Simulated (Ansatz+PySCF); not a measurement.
Results of a calculation; reference values are marked as such.
Several solutions for triplet O₂

```xyz
2

O     0.0000    0.0000   -1.1883
O     0.0000    0.0000    1.1883
```

Basis set: cc-pVDZ (spherical functions). Charge 0, multiplicity 3.

PBE0 (unrestricted) was run from several starts with Ansatz (development build ahead of 0.2.0) and PySCF 2.14.0.

```csv
run,program,start,converged,energy (hartree),<S²>
A,PySCF,"guess minao, instabilities followed",yes,-149.96488,2.90
B,PySCF,program defaults,yes,-149.85891,2.01
C,Ansatz,search for the lowest state,yes,-149.96488,2.90
D,Ansatz,"atomic start, no search",yes,-149.96488,2.90
E,Ansatz,stability test followed,yes,-149.96488,2.90
```

(1) Which runs reached the lowest solution of this kind, and what is wrong with the others?

## Answers

(1) A, C, D, E reached the lowest solution found. Converged but too high: B by 2.88 eV. Convergence only shows a stationary point, and even a stable one can lie too high; stability tests and further starts are what find lower ones. Caution: the unrestricted determinant is a mixture of spin states.
